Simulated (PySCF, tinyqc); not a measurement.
Inside a calculation (part 1 of 2). Method: RHF in the sto-6g basis, for CH2, spin multiplicity 1. The lowest restricted solution is unstable here: a spin-polarised one lies 0.0423 hartree lower (PySCF). Computed by tinyqc, a small Python program that keeps every step (integrals from PySCF). Settings: charge = 0, multiplicity = 1, basis = sto-6g, energy threshold = 1e-08, iteration cap = 80, orthogonalisation = symmetric, start = highest core orbitals, DIIS depth = 3, DIIS from iteration = 2, method = RHF. Command: `OMP_NUM_THREADS=1 python tinyqc.py 23982 23983 out.jsonl` (the two numbers bound the seeds that draw the settings). One thread of a shared host (Intel(R) Xeon(R) Processor @ 2.60GHz), about 0.1 s of CPU time with the checks. Later iterations appear only in the table of the cycle.

## One-electron integrals

Geometry (angstrom):
```
atom         x          y         z
C     0.000000   0.000000  0.000000
H     0.000000   0.922000  0.528000
H     0.000000  -0.922000  0.528000
```

Basis sto-6g: exponents (1/bohr^2) and contraction coefficients of normalised primitives:
```
element  l (shell)    exponent  coefficient
C            s (1)  742.737049     0.009164
C            s (1)  136.180025     0.049361
C            s (1)   38.098264     0.168538
C            s (1)   13.087782     0.370563
C            s (1)    5.082369     0.416492
C            s (1)    2.093200     0.130334
C            s (2)   30.497239    -0.013253
C            s (2)    6.036200    -0.046992
C            s (2)    1.876046    -0.033785
C            s (2)    0.721783     0.250242
C            s (2)    0.313471     0.595117
C            s (2)    0.143687     0.240706
C            p (3)   30.497239     0.003760
C            p (3)    6.036200     0.037679
C            p (3)    1.876046     0.173897
C            p (3)    0.721783     0.418036
C            p (3)    0.313471     0.425860
C            p (3)    0.143687     0.101708
H            s (1)   35.523221     0.009164
H            s (1)    6.513144     0.049361
H            s (1)    1.822143     0.168538
H            s (1)    0.625955     0.370563
H            s (1)    0.243077     0.416492
H            s (1)    0.100112     0.130334
```

Overlap, kinetic and nuclear-attraction integrals over the contracted functions; the nuclear repulsion is the sum of Za Zb / Rab.

nuclear repulsion = 6.26366339 hartree

overlap S, order 1C 1s, 1C 2s, 1C 2px, 1C 2py, 1C 2pz, 2H 1s, 3H 1s:
$$\begin{pmatrix}
1.000000 & 0.243228 & 0.000000 & 0.000000 & 0.000000 & 0.068682 & 0.068682 \\
0.243228 & 1.000000 & 0.000000 & 0.000000 & 0.000000 & 0.507288 & 0.507288 \\
0.000000 & 0.000000 & 1.000000 & 0.000000 & 0.000000 & 0.000000 & 0.000000 \\
0.000000 & 0.000000 & 0.000000 & 1.000000 & 0.000000 & 0.413449 & -0.413449 \\
0.000000 & 0.000000 & 0.000000 & 0.000000 & 1.000000 & 0.236769 & 0.236769 \\
0.068682 & 0.507288 & 0.000000 & 0.413449 & 0.236769 & 1.000000 & 0.153390 \\
0.068682 & 0.507288 & 0.000000 & -0.413449 & 0.236769 & 0.153390 & 1.000000
\end{pmatrix}$$

kinetic energy T (hartree), order 1C 1s, 1C 2s, 1C 2px, 1C 2py, 1C 2pz, 2H 1s, 3H 1s:
$$\begin{pmatrix}
16.068641 & -0.492789 & 0.000000 & 0.000000 & 0.000000 & -0.006660 & -0.006660 \\
-0.492789 & 0.492405 & 0.000000 & 0.000000 & 0.000000 & 0.116052 & 0.116052 \\
0.000000 & 0.000000 & 1.479234 & 0.000000 & 0.000000 & 0.000000 & 0.000000 \\
0.000000 & 0.000000 & 0.000000 & 1.479234 & 0.000000 & 0.240907 & -0.240907 \\
0.000000 & 0.000000 & 0.000000 & 0.000000 & 1.479234 & 0.137960 & 0.137960 \\
-0.006660 & 0.116052 & 0.000000 & 0.240907 & 0.137960 & 0.768522 & -0.009199 \\
-0.006660 & 0.116052 & 0.000000 & -0.240907 & 0.137960 & -0.009199 & 0.768522
\end{pmatrix}$$

nuclear attraction V (hartree), order 1C 1s, 1C 2s, 1C 2px, 1C 2py, 1C 2pz, 2H 1s, 3H 1s:
$$\begin{pmatrix}
-35.004077 & -3.860706 & 0.000000 & 0.000000 & -0.018698 & -1.233172 & -1.233172 \\
-3.860706 & -6.124565 & 0.000000 & 0.000000 & -0.178305 & -2.688775 & -2.688775 \\
0.000000 & 0.000000 & -6.035503 & 0.000000 & 0.000000 & 0.000000 & 0.000000 \\
0.000000 & 0.000000 & 0.000000 & -6.236223 & 0.000000 & -2.040096 & 2.040096 \\
-0.018698 & -0.178305 & 0.000000 & 0.000000 & -6.101329 & -1.212536 & -1.212536 \\
-1.233172 & -2.688775 & 0.000000 & -2.040096 & -1.212536 & -4.442893 & -0.753985 \\
-1.233172 & -2.688775 & 0.000000 & 2.040096 & -1.212536 & -0.753985 & -4.442893
\end{pmatrix}$$

core Hamiltonian H = T + V (hartree), order 1C 1s, 1C 2s, 1C 2px, 1C 2py, 1C 2pz, 2H 1s, 3H 1s:
$$\begin{pmatrix}
-18.935436 & -4.353495 & 0.000000 & 0.000000 & -0.018698 & -1.239832 & -1.239832 \\
-4.353495 & -5.632159 & 0.000000 & 0.000000 & -0.178305 & -2.572723 & -2.572723 \\
0.000000 & 0.000000 & -4.556269 & 0.000000 & 0.000000 & 0.000000 & 0.000000 \\
0.000000 & 0.000000 & 0.000000 & -4.756989 & 0.000000 & -1.799188 & 1.799188 \\
-0.018698 & -0.178305 & 0.000000 & 0.000000 & -4.622095 & -1.074576 & -1.074576 \\
-1.239832 & -2.572723 & 0.000000 & -1.799188 & -1.074576 & -3.674371 & -0.763184 \\
-1.239832 & -2.572723 & 0.000000 & 1.799188 & -1.074576 & -0.763184 & -3.674371
\end{pmatrix}$$

## Two-electron integrals

Functions are numbered as in S; the eight-fold symmetry (ij|kl) = (ji|kl) = (kl|ij) leaves the list below.

Two-electron integrals (ij|kl) in chemists' order, unique and non-zero (hartree):
```
(11|11) 3.543743    (21|11) 0.529462    (21|21) 0.100317    (22|11) 0.853596
(22|21) 0.199930    (22|22) 0.624844    (31|31) 0.021271    (32|31) 0.031868
(32|32) 0.138108    (33|11) 0.853598    (33|21) 0.199930    (33|22) 0.624843
(33|33) 0.673218    (41|41) 0.021271    (42|41) 0.031868    (42|42) 0.138108
(43|43) 0.036281    (44|11) 0.853598    (44|21) 0.199930    (44|22) 0.624843
(44|33) 0.600655    (44|44) 0.673218    (51|51) 0.021271    (52|51) 0.031868
(52|52) 0.138108    (53|53) 0.036281    (54|54) 0.036281    (55|11) 0.853598
(55|21) 0.199930    (55|22) 0.624843    (55|33) 0.600655    (55|44) 0.600655
(55|55) 0.673218    (61|11) 0.158172    (61|21) 0.028815    (61|22) 0.056382
(61|33) 0.056167    (61|41) 0.001633    (61|42) 0.003140    (61|44) 0.056651
(61|51) 0.000935    (61|52) 0.001798    (61|54) 0.000277    (61|55) 0.056326
(61|61) 0.008512    (62|11) 0.346799    (62|21) 0.082259    (62|22) 0.279311
(62|33) 0.273005    (62|41) 0.007222    (62|42) 0.046379    (62|44) 0.287250
(62|51) 0.004136    (62|52) 0.026560    (62|54) 0.008158    (62|55) 0.277677
(62|61) 0.024309    (62|62) 0.159125    (63|31) 0.009228    (63|32) 0.045979
(63|43) 0.009264    (63|53) 0.005305    (63|63) 0.020482    (64|11) 0.247447
(64|21) 0.059567    (64|22) 0.214248    (64|33) 0.203454    (64|41) 0.013798
(64|42) 0.079099    (64|44) 0.232415    (64|51) 0.002617    (64|52) 0.018967
(64|54) 0.011280    (64|55) 0.206875    (64|61) 0.018540    (64|62) 0.145217
(64|64) 0.150607    (65|11) 0.141705    (65|21) 0.034112    (65|22) 0.122693
(65|33) 0.116512    (65|41) 0.002617    (65|42) 0.018967    (65|44) 0.122486
(65|51) 0.010727    (65|52) 0.056841    (65|54) 0.012686    (65|55) 0.129081
(65|61) 0.010617    (65|62) 0.083161    (65|64) 0.074519    (65|65) 0.063156
(66|11) 0.485252    (66|21) 0.117350    (66|22) 0.448834    (66|33) 0.425033
(66|41) 0.013749    (66|42) 0.114738    (66|44) 0.478803    (66|51) 0.007874
(66|52) 0.065707    (66|54) 0.030792    (66|55) 0.442667    (66|61) 0.035400
(66|62) 0.315096    (66|64) 0.318866    (66|65) 0.182605    (66|66) 0.774999
(71|11) 0.158172    (71|21) 0.028815    (71|22) 0.056382    (71|33) 0.056167
(71|41) -0.001633   (71|42) -0.003140   (71|44) 0.056651    (71|51) 0.000935
(71|52) 0.001798    (71|54) -0.000277   (71|55) 0.056326    (71|61) 0.008239
(71|62) 0.022687    (71|64) 0.015560    (71|65) 0.009906    (71|66) 0.032089
(71|71) 0.008512    (72|11) 0.346799    (72|21) 0.082259    (72|22) 0.279311
(72|33) 0.273005    (72|41) -0.007222   (72|42) -0.046379   (72|44) 0.287250
(72|51) 0.004136    (72|52) 0.026560    (72|54) -0.008158   (72|55) 0.277677
(72|61) 0.022687    (72|62) 0.116064    (72|64) 0.075561    (72|65) 0.059005
(72|66) 0.181416    (72|71) 0.024309    (72|72) 0.159125    (73|31) 0.009228
(73|32) 0.045979    (73|43) -0.009264   (73|53) 0.005305    (73|63) 0.014035
(73|73) 0.020482    (74|11) -0.247447   (74|21) -0.059567   (74|22) -0.214248
(74|33) -0.203454   (74|41) 0.013798    (74|42) 0.079099    (74|44) -0.232415
(74|51) -0.002617   (74|52) -0.018967   (74|54) 0.011280    (74|55) -0.206875
(74|61) -0.015560   (74|62) -0.075561   (74|64) -0.036491   (74|65) -0.037594
(74|66) -0.107833   (74|71) -0.018540   (74|72) -0.145217   (74|74) 0.150607
(75|11) 0.141705    (75|21) 0.034112    (75|22) 0.122693    (75|33) 0.116512
(75|41) -0.002617   (75|42) -0.018967   (75|44) 0.122486    (75|51) 0.010727
(75|52) 0.056841    (75|54) -0.012686   (75|55) 0.129081    (75|61) 0.009906
(75|62) 0.059005    (75|64) 0.037594    (75|65) 0.043379    (75|66) 0.098251
(75|71) 0.010617    (75|72) 0.083161    (75|74) -0.074519   (75|75) 0.063156
(76|11) 0.095633    (76|21) 0.022713    (76|22) 0.079202    (76|33) 0.077276
(76|44) 0.079673    (76|51) 0.001925    (76|52) 0.012914    (76|55) 0.080656
(76|61) 0.006534    (76|62) 0.040393    (76|64) 0.031879    (76|65) 0.023215
(76|66) 0.074443    (76|71) 0.006534    (76|72) 0.040393    (76|74) -0.031879
(76|75) 0.023215    (76|76) 0.012353    (77|11) 0.485252    (77|21) 0.117350
(77|22) 0.448834    (77|33) 0.425033    (77|41) -0.013749   (77|42) -0.114738
(77|44) 0.478803    (77|51) 0.007874    (77|52) 0.065707    (77|54) -0.030792
(77|55) 0.442667    (77|61) 0.032089    (77|62) 0.181416    (77|64) 0.107833
(77|65) 0.098251    (77|66) 0.285230    (77|71) 0.035400    (77|72) 0.315096
(77|74) -0.318866   (77|75) 0.182605    (77|76) 0.074443    (77|77) 0.774999
```

## Orthogonalisation

S = U s U^T; symmetric (Loewdin) form X = U s^(-1/2) U^T, so that X^T S X = 1.

eigenvalues of S: [0.267350, 0.333591, 0.879453, 1.000000, 1.081154, 1.513019, 1.925433]

X, order 1C 1s, 1C 2s, 1C 2px, 1C 2py, 1C 2pz, 2H 1s, 3H 1s:
$$\begin{pmatrix}
1.025636 & -0.150791 & 0.000000 & 0.000000 & -0.011155 & 0.023295 & 0.023295 \\
-0.150791 & 1.335078 & 0.000000 & 0.000000 & 0.142917 & -0.375868 & -0.375868 \\
0.000000 & 0.000000 & 1.000000 & 0.000000 & 0.000000 & 0.000000 & 0.000000 \\
0.000000 & 0.000000 & 0.000000 & 1.212458 & 0.000000 & -0.321948 & 0.321948 \\
-0.011155 & 0.142917 & 0.000000 & 0.000000 & 1.065495 & -0.172757 & -0.172757 \\
0.023295 & -0.375868 & 0.000000 & -0.321948 & -0.172757 & 1.294223 & -0.037678 \\
0.023295 & -0.375868 & 0.000000 & 0.321948 & -0.172757 & -0.037678 & 1.294223
\end{pmatrix}$$

## Starting guess

The start is the highest orbitals of the core Hamiltonian (a deliberately bad start); D = 2 C_occ C_occ^T.

D at the start, order 1C 1s, 1C 2s, 1C 2px, 1C 2py, 1C 2pz, 2H 1s, 3H 1s:
$$\begin{pmatrix}
0.028404 & -0.194454 & 0.000000 & 0.000000 & 0.136819 & 0.119328 & 0.119328 \\
-0.194454 & 1.757975 & 0.000000 & 0.000000 & -0.215031 & -1.574723 & -1.574723 \\
0.000000 & 0.000000 & 2.000000 & 0.000000 & 0.000000 & 0.000000 & 0.000000 \\
0.000000 & 0.000000 & 0.000000 & 0.764785 & 0.000000 & -1.208600 & 1.208600 \\
0.136819 & -0.215031 & 0.000000 & 0.000000 & 1.879401 & -0.706718 & -0.706718 \\
0.119328 & -1.574723 & 0.000000 & -1.208600 & -0.706718 & 3.756999 & -0.062935 \\
0.119328 & -1.574723 & 0.000000 & 1.208600 & -0.706718 & -0.062935 & 3.756999
\end{pmatrix}$$

## Iteration 1: building the Fock matrix

J_ij = sum D_kl (ij|kl), K_ij = sum D_kl (ik|jl); F = H + J - 0.5 K; E = tr D H + tr D J / 2 - 0.25 tr D K + E_nn.

Coulomb J (hartree), order 1C 1s, 1C 2s, 1C 2px, 1C 2py, 1C 2pz, 2H 1s, 3H 1s:
$$\begin{pmatrix}
5.287971 & 1.246131 & 0.000000 & 0.000000 & -0.017544 & 0.350693 & 0.350693 \\
1.246131 & 4.194374 & 0.000000 & 0.000000 & 0.022607 & 2.016373 & 2.016373 \\
0.000000 & 0.000000 & 4.157842 & 0.000000 & 0.000000 & 0.000000 & 0.000000 \\
0.000000 & 0.000000 & 0.000000 & 4.225536 & 0.000000 & 1.627711 & -1.627711 \\
-0.017544 & 0.022607 & 0.000000 & 0.000000 & 4.199740 & 0.942060 & 0.942060 \\
0.350693 & 2.016373 & 0.000000 & 1.627711 & 0.942060 & 3.777168 & 0.581915 \\
0.350693 & 2.016373 & 0.000000 & -1.627711 & 0.942060 & 0.581915 & 3.777168
\end{pmatrix}$$

exchange K (hartree), order 1C 1s, 1C 2s, 1C 2px, 1C 2py, 1C 2pz, 2H 1s, 3H 1s:
$$\begin{pmatrix}
0.116262 & 0.128387 & 0.000000 & 0.000000 & -0.032444 & 0.026740 & 0.026740 \\
0.128387 & 0.826631 & 0.000000 & 0.000000 & -0.514220 & 0.397163 & 0.397163 \\
0.000000 & 0.000000 & 1.480506 & 0.000000 & 0.000000 & 0.000000 & 0.000000 \\
0.000000 & 0.000000 & 0.000000 & 0.375750 & 0.000000 & 0.332490 & -0.332490 \\
-0.032444 & -0.514220 & 0.000000 & 0.000000 & 1.286515 & 0.139222 & 0.139222 \\
0.026740 & 0.397163 & 0.000000 & 0.332490 & 0.139222 & 1.367017 & 0.117662 \\
0.026740 & 0.397163 & 0.000000 & -0.332490 & 0.139222 & 0.117662 & 1.367017
\end{pmatrix}$$

Fock matrix F (hartree), order 1C 1s, 1C 2s, 1C 2px, 1C 2py, 1C 2pz, 2H 1s, 3H 1s:
$$\begin{pmatrix}
-13.705597 & -3.171557 & 0.000000 & 0.000000 & -0.020020 & -0.902509 & -0.902509 \\
-3.171557 & -1.851101 & 0.000000 & 0.000000 & 0.101412 & -0.754931 & -0.754931 \\
0.000000 & 0.000000 & -1.138680 & 0.000000 & 0.000000 & 0.000000 & 0.000000 \\
0.000000 & 0.000000 & 0.000000 & -0.719328 & 0.000000 & -0.337723 & 0.337723 \\
-0.020020 & 0.101412 & 0.000000 & 0.000000 & -1.065613 & -0.202127 & -0.202127 \\
-0.902509 & -0.754931 & 0.000000 & -0.337723 & -0.202127 & -0.580711 & -0.240100 \\
-0.902509 & -0.754931 & 0.000000 & 0.337723 & -0.202127 & -0.240100 & -0.580711
\end{pmatrix}$$

total energy of this density = -11.42120434 hartree

## Iteration 1: diagonalisation and new density

Diagonalise F' = X^T F X, C = X C', fill 4 alpha and 4 beta electrons from the bottom; D = 2 C_occ C_occ^T. Each column has its largest component positive (the first on a tie).

F' = X^T F X (hartree):
$$\begin{pmatrix}
-13.554065 & -1.346605 & 0.000000 & 0.000000 & -0.027468 & -0.221413 & -0.221413 \\
-1.346605 & -1.194085 & 0.000000 & 0.000000 & 0.166680 & -0.272304 & -0.272304 \\
0.000000 & 0.000000 & -1.138680 & 0.000000 & 0.000000 & 0.000000 & 0.000000 \\
0.000000 & 0.000000 & 0.000000 & -0.600741 & 0.000000 & -0.188547 & 0.188547 \\
-0.027468 & 0.166680 & 0.000000 & 0.000000 & -1.040380 & -0.086564 & -0.086564 \\
-0.221413 & -0.272304 & 0.000000 & -0.188547 & -0.086564 & -0.218900 & -0.044818 \\
-0.221413 & -0.272304 & 0.000000 & 0.188547 & -0.086564 & -0.044818 & -0.218900
\end{pmatrix}$$

orbital energies (hartree): MO1 -13.708339, MO2 -1.251965, MO3 -1.138680, MO4 -1.001353, MO5 -0.728893, MO6 -0.090591, MO7 -0.045931

coefficients C, order 1C 1s, 1C 2s, 1C 2px, 1C 2py, 1C 2pz, 2H 1s, 3H 1s:
$$\begin{pmatrix}
1.003918 & -0.205953 & 0.000000 & -0.122269 & 0.000000 & -0.103240 & 0.000000 \\
-0.019832 & 0.909353 & 0.000000 & 0.527747 & 0.000000 & 1.001158 & 0.000000 \\
0.000000 & 0.000000 & 1.000000 & 0.000000 & 0.000000 & 0.000000 & 0.000000 \\
0.000000 & 0.000000 & 0.000000 & 0.000000 & 0.895574 & 0.000000 & -0.935576 \\
-0.001044 & -0.496951 & 0.000000 & 0.864943 & 0.000000 & 0.469501 & 0.000000 \\
0.005801 & -0.019802 & 0.000000 & -0.005534 & 0.117788 & -0.980133 & 0.988310 \\
0.005801 & -0.019802 & 0.000000 & -0.005534 & -0.117788 & -0.980133 & -0.988310
\end{pmatrix}$$

D after iteration 1, order 1C 1s, 1C 2s, 1C 2px, 1C 2py, 1C 2pz, 2H 1s, 3H 1s:
$$\begin{pmatrix}
2.130437 & -0.543441 & 0.000000 & 0.000000 & -0.008910 & 0.021157 & 0.021157 \\
-0.543441 & 2.211664 & 0.000000 & 0.000000 & 0.009176 & -0.042085 & -0.042085 \\
0.000000 & 0.000000 & 2.000000 & 0.000000 & 0.000000 & 0.000000 & 0.000000 \\
0.000000 & 0.000000 & 0.000000 & 0.000000 & 0.000000 & 0.000000 & 0.000000 \\
-0.008910 & 0.009176 & 0.000000 & 0.000000 & 1.990177 & 0.010095 & 0.010095 \\
0.021157 & -0.042085 & 0.000000 & 0.000000 & 0.010095 & 0.000913 & 0.000913 \\
0.021157 & -0.042085 & 0.000000 & 0.000000 & 0.010095 & 0.000913 & 0.000913
\end{pmatrix}$$

## Iteration 2: building the Fock matrix

As before.

Coulomb J (hartree), order 1C 1s, 1C 2s, 1C 2px, 1C 2py, 1C 2pz, 2H 1s, 3H 1s:
$$\begin{pmatrix}
12.229923 & 2.249113 & 0.000000 & 0.000000 & 0.000040 & 0.652043 & 0.652043 \\
2.249113 & 5.440082 & 0.000000 & 0.000000 & 0.000086 & 2.348441 & 2.348441 \\
0.000000 & 0.000000 & 5.489442 & 0.000000 & 0.000000 & 0.000000 & 0.000000 \\
0.000000 & 0.000000 & 0.000000 & 5.342303 & 0.000000 & 1.740772 & -1.740772 \\
0.000040 & 0.000086 & 0.000000 & 0.000000 & 5.488502 & 1.018295 & 1.018295 \\
0.652043 & 2.348441 & 0.000000 & 1.740772 & 1.018295 & 3.598881 & 0.664345 \\
0.652043 & 2.348441 & 0.000000 & -1.740772 & 1.018295 & 0.664345 & 3.598881
\end{pmatrix}$$

exchange K (hartree), order 1C 1s, 1C 2s, 1C 2px, 1C 2py, 1C 2pz, 2H 1s, 3H 1s:
$$\begin{pmatrix}
7.289607 & 1.183356 & 0.000000 & 0.000000 & -0.001264 & 0.358818 & 0.358818 \\
1.183356 & 1.890955 & 0.000000 & 0.000000 & 0.001005 & 0.782829 & 0.782829 \\
0.000000 & 0.000000 & 1.728088 & 0.000000 & 0.000000 & 0.000000 & 0.000000 \\
0.000000 & 0.000000 & 0.000000 & 0.449413 & 0.000000 & 0.137891 & -0.137891 \\
-0.001264 & 0.001005 & 0.000000 & 0.000000 & 1.725259 & 0.325494 & 0.325494 \\
0.358818 & 0.782829 & 0.000000 & 0.137891 & 0.325494 & 0.488501 & 0.350721 \\
0.358818 & 0.782829 & 0.000000 & -0.137891 & 0.325494 & 0.350721 & 0.488501
\end{pmatrix}$$

Fock matrix F (hartree), order 1C 1s, 1C 2s, 1C 2px, 1C 2py, 1C 2pz, 2H 1s, 3H 1s:
$$\begin{pmatrix}
-10.350317 & -2.696060 & 0.000000 & 0.000000 & -0.018026 & -0.767198 & -0.767198 \\
-2.696060 & -1.137554 & 0.000000 & 0.000000 & -0.178721 & -0.615697 & -0.615697 \\
0.000000 & 0.000000 & 0.069128 & 0.000000 & 0.000000 & 0.000000 & 0.000000 \\
0.000000 & 0.000000 & 0.000000 & 0.360607 & 0.000000 & -0.127363 & 0.127363 \\
-0.018026 & -0.178721 & 0.000000 & 0.000000 & 0.003777 & -0.219028 & -0.219028 \\
-0.767198 & -0.615697 & 0.000000 & -0.127363 & -0.219028 & -0.319741 & -0.274199 \\
-0.767198 & -0.615697 & 0.000000 & 0.127363 & -0.219028 & -0.274199 & -0.319741
\end{pmatrix}$$

total energy of this density = -37.52020838 hartree

## Iteration 2: diagonalisation and new density

As before.

F' = X^T F X (hartree):
$$\begin{pmatrix}
-10.145016 & -1.423519 & 0.000000 & 0.000000 & -0.018382 & -0.139824 & -0.139824 \\
-1.423519 & -0.303607 & 0.000000 & 0.000000 & 0.022282 & -0.414574 & -0.414574 \\
0.000000 & 0.000000 & 0.069128 & 0.000000 & 0.000000 & 0.000000 & 0.000000 \\
0.000000 & 0.000000 & 0.000000 & 0.719534 & 0.000000 & -0.353311 & 0.353311 \\
-0.018382 & 0.022282 & 0.000000 & 0.000000 & 0.115067 & -0.232658 & -0.232658 \\
-0.139824 & -0.414574 & 0.000000 & -0.353311 & -0.232658 & 0.127015 & -0.085403 \\
-0.139824 & -0.414574 & 0.000000 & 0.353311 & -0.232658 & -0.085403 & 0.127015
\end{pmatrix}$$

orbital energies (hartree): MO1 -10.354299, MO2 -0.640066, MO3 -0.094335, MO4 0.037119, MO5 0.069128, MO6 0.665301, MO7 1.026287

coefficients C, order 1C 1s, 1C 2s, 1C 2px, 1C 2py, 1C 2pz, 2H 1s, 3H 1s:
$$\begin{pmatrix}
0.994398 & -0.200749 & 0.000000 & 0.137389 & 0.000000 & -0.166952 & 0.000000 \\
0.026022 & 0.595581 & 0.000000 & -0.639478 & 0.000000 & 1.159234 & 0.000000 \\
0.000000 & 0.000000 & 0.000000 & 0.000000 & 1.000000 & 0.000000 & 0.000000 \\
0.000000 & 0.000000 & 0.246339 & 0.000000 & 0.000000 & 0.000000 & 1.271484 \\
0.005077 & 0.222352 & 0.000000 & 0.793250 & 0.000000 & 0.732671 & 0.000000 \\
-0.006720 & 0.298873 & 0.634168 & 0.187350 & 0.000000 & -0.914684 & -0.767112 \\
-0.006720 & 0.298873 & -0.634168 & 0.187350 & 0.000000 & -0.914684 & 0.767112
\end{pmatrix}$$

D after iteration 2, order 1C 1s, 1C 2s, 1C 2px, 1C 2py, 1C 2pz, 2H 1s, 3H 1s:
$$\begin{pmatrix}
2.096008 & -0.363086 & 0.000000 & 0.000000 & 0.138790 & -0.081883 & -0.081883 \\
-0.363086 & 1.528651 & 0.000000 & 0.000000 & -0.749410 & 0.116044 & 0.116044 \\
0.000000 & 0.000000 & 0.000000 & 0.000000 & 0.000000 & 0.000000 & 0.000000 \\
0.000000 & 0.000000 & 0.000000 & 0.121366 & 0.000000 & 0.312441 & -0.312441 \\
0.138790 & -0.749410 & 0.000000 & 0.000000 & 1.357425 & 0.430073 & 0.430073 \\
-0.081883 & 0.116044 & 0.000000 & 0.312441 & 0.430073 & 1.053279 & -0.555397 \\
-0.081883 & 0.116044 & 0.000000 & -0.312441 & 0.430073 & -0.555397 & 1.053279
\end{pmatrix}$$
